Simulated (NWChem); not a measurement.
# BNH4 (SMILES BN): r2SCAN/cc-pVTZ

Aim: the vertical ionisation energy of BNH4 at r2SCAN/cc-pVTZ, from 2 runs. 

The results are computed with NWChem 7.3.0.

### 1 The system as given

The species is BNH4 (6 atoms), meant as a singlet with charge 0. SMILES: `BN`. Geometry: relaxed at PBE0-D4/def2-TZVP.

Bond lengths: B1–N2 1.385 Å, B1–H3 1.197 Å, B1–H4 1.197 Å, N2–H5 1.006 Å, N2–H6 1.006 Å. Angles: B1–N2–H5 123.2°, B1–N2–H6 123.2°, N2–B1–H3 119.0°, N2–B1–H4 119.0°, H5–N2–H6 113.5°, H3–B1–H4 122.0°.

### 2 A single-point energy at r2SCAN/cc-pVTZ

File run.nw:

```
start run
memory total 2200 mb

geometry units au noautosym nocenter noautoz
B   -0.24226289  -1.28425787  -0.04837699
N    0.27608899   1.28010048   0.02040904
H    0.42670016  -2.58514534   1.67713194
H   -1.34548500  -2.13293388  -1.83152256
H   -0.22979070   2.48253321  -1.36211459
H    1.19430691   2.11913888   1.45754576
end

basis spherical bse
* library cc-pVTZ
end

dft
xc r2scan
grid coarse
convergence energy 1e-08
maxiter 100
mulliken
print low
end

task dft energy
```

Run with:

```console
$ nwchem run.nw > run.out
```

Standard output:

```text
[...]
 d= 0,ls=0.0,diis     1    -81.9877579445 -1.14D+02  3.61D-03  2.56D-01     6.1
[...]
 d= 0,ls=0.0,diis     8    -82.0151251857  8.65D-10  4.10D-07  1.87D-08    40.8
         Total DFT energy =      -82.015125185742
      One electron energy =     -173.512656100701
           Coulomb energy =       71.610568025400
    Exchange-Corr. energy =      -12.429130165354
 Nuclear repulsion energy =       32.316093054914
[...]
      Total Density - Mulliken Population Analysis
     ---------------------------------------------
    Atom       Charge   Shell Charges
 -----------   ------   -------------------------------------------------------
    1 B    5     5.07   1.98  0.14  0.72  0.21  0.66  1.00  0.25  0.05  0.06  0.01
    2 N    7     7.24   1.96  0.21  0.89  0.39  1.06  1.81  0.91  0.00  0.01  0.00
    3 H    1     1.02   0.27  0.50  0.24  0.00  0.01  0.00
    4 H    1     1.02   0.27  0.50  0.24  0.00  0.01  0.00
    5 H    1     0.83   0.27  0.43  0.06  0.02  0.04  0.01
    6 H    1     0.83   0.27  0.43  0.06  0.02  0.04  0.01
[...]
```

It took 41 s on 1 thread of Intel Xeon Platinum 8259CL at 2.50GHz (Skylake/Cascade Lake), shared host; peak memory 0.12 GiB.

### 3 The doublet cation, same level

File sp.nw:

```
start sp
title "BH4N energy"
memory 2200 mb
charge 1

geometry noautosym nocenter noautoz
  B     -0.128200    -0.679600    -0.025600
  N      0.146100     0.677400     0.010800
  H      0.225800    -1.368000     0.887500
  H     -0.712000    -1.128700    -0.969200
  H     -0.121600     1.313700    -0.720800
  H      0.632000     1.121400     0.771300
end

basis spherical bse
  * library cc-pVTZ
end

dft
  xc r2scan
  mult 2
  grid coarse
  convergence energy 1e-08
  maxiter 100
  mulliken
  print low
end

task dft energy
```

Run with:

```console
$ nwchem sp.nw > sp.out
```

Standard output:

```text
[...]
 d= 0,ls=0.0,diis     1    -81.3430950714 -1.14D+02  5.66D-03  6.46D-01     7.1
[...]
 d= 0,ls=0.5,diis    15    -81.6006706739 -8.49D-09  4.43D-07  1.60D-09    74.6
[...]
         Total DFT energy =      -81.600670676989
      One electron energy =     -168.095508034187
           Coulomb energy =       66.341066942172
    Exchange-Corr. energy =      -12.162324973655
 Nuclear repulsion energy =       32.316095388681
[...]
      Total Density - Mulliken Population Analysis
     ---------------------------------------------
    Atom       Charge   Shell Charges
 -----------   ------   -------------------------------------------------------
    1 B    5     5.00   1.98  0.15  0.76  0.20  0.64  1.01  0.14  0.04  0.06  0.01
    2 N    7     6.70   1.96  0.23  0.93  0.30  1.03  1.72  0.52  0.00  0.02  0.00
    3 H    1     0.89   0.26  0.48  0.13  0.00  0.01  0.00
    4 H    1     0.89   0.26  0.48  0.13  0.00  0.01  0.00
    5 H    1     0.76   0.26  0.42  0.02  0.02  0.04  0.01
    6 H    1     0.76   0.26  0.42  0.02  0.02  0.04  0.01
[...]
      <S2> =      0.7546 (Exact =     0.7500)
[...]
```

Run time: 82 s. Hardware: 1 thread of Intel Xeon Platinum 8259CL at 2.50GHz (Skylake/Cascade Lake), shared host; peak memory 0.12 GiB.

### 4 What came out

Level: r2SCAN/cc-pVTZ.

| quantity | value |
| --- | --- |
| singlet BNH4: total energy | -82.01513 Eh |
| doublet cation: total energy | -81.60067 Eh |
| doublet cation: ⟨S²⟩ | 0.755 |
| vertical ionisation energy (to the doublet cation) | 11.278 eV |

The vertical ionisation energy comes to 11.28 eV (1088 kJ/mol). Mulliken charges (singlet BNH4) run from -0.24 on N2 to +0.17 on H5. Mulliken charges (doublet cation) run from +0.00 on B1 to +0.30 on N2; they depend strongly on the basis.
